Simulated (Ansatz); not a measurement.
## Crystal structures of rhenium under r²SCAN

The calculation used Ansatz, DFT, r2SCAN, plane waves (500 eV) with PAW, scalar-relativistic. The PAW files were generated under PBE, with cores re-solved for the functional.

Each structure is relaxed within its own symmetry, so a high-lying one may be dynamically unstable.

```tsv
structure	ΔE (meV/atom)	V (Å³/atom)	cell	magnetic state
dhcp	-2	14.69	a = 2.761 Å, c = 8.905 Å (c/a = 3.226)	spin not included
hcp	0	14.70	a = 2.760 Å, c = 4.457 Å (c/a = 1.615)	spin not included
fcc	61	14.75	a = 3.893 Å	spin not included
A15	154	14.92	a = 4.924 Å	spin not included
omega (AlB2-type)	174	14.93	a = 4.355 Å, c = 2.727 Å (c/a = 0.626)	spin not included
bcc	267	14.83	a = 3.096 Å	spin not included
simple cubic	1430	16.87	a = 2.565 Å	spin not included
diamond	1621	22.14	a = 5.616 Å	spin not included
```

ΔE counts from hcp.

r²SCAN puts dhcp 2 meV/atom below hcp, the structure of the real element at low temperature or room conditions.

Differences under about 8 meV lie within the error of the k-point mesh.
